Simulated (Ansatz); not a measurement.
## Energy profile

The step: C₂H₂ (C#C) + HS → C₂H ([C][CH]) + H₂S; bonds formed: H1–S4; bonds broken: H1–C2 (atoms numbered as in the saddle structure below).

H1  (-1.038, 0.593, 0.543)
C2  (0.227, -0.028, -0.491)
C3  (1.044, 0.046, -1.380)
S4  (-0.738, 0.282, 1.858)
H5  (1.708, 0.071, -2.214)
H6  (-1.204, -0.965, 1.684)
(Å)

Electronic energies by CCSD(T) at an estimated basis limit (MP2 extrapolated from triple and quadruple zeta, plus CCSD(T) − MP2 in triple zeta), on PBE0-D4/def2-TZVP structures; C2H3S, doublet; no counterpoise correction; spin–orbit coupling, which lowers free halogen atoms and radicals such as OH and SH, is left out. Computed with Ansatz 0.2.0 (basis: def2-TZVPP and def2-QZVPP); correlated methods freeze the cores; orbitals are unrestricted. Extrapolation: Hartree–Fock as exp(−7.88 √X), correlation as X^−2.97.

(1) Give the profile in eV, counted from the separated reactants. (An estimate is asked for; the value comes from the calculation.)

No T1 diagnostic of these runs exceeds 0.062. ⟨S²⟩ of the unrestricted Hartree–Fock references: 0.76 to 1.11 (a pure state has 0.75). The T1 diagnostic is large here, which may signal multireference character or strong orbital relaxation, so CCSD(T) is less sure. The unrestricted reference is spin-contaminated, which hurts MP2 most.

Results:

(1) The calculation gives:
```
                                                                               point      eV
separated: C2H2 (linked as [CH][CH]; H1, C2, C3, H5; singlet) + HS (S4, H6; doublet)   0.000
                                                                     start structure  -0.072
                                                                              saddle   1.858
                                                                       end structure   1.535
 separated: H2S (H1, S4, H6; singlet) + C2H (linked as [C][CH]; C2, C3, H5; doublet)   1.946
```

For scale, one of the runs: CCSD(T)/def2-TZVPP, 146 basis functions, launched by `ansatz run in.yaml --threads 2 --pin off --events-out ev --progress --plain --max-ram 4352MiB`. Time: 43 s of wall clock on 2 CPU threads; the host was shared. Peak host memory: 2 GiB.
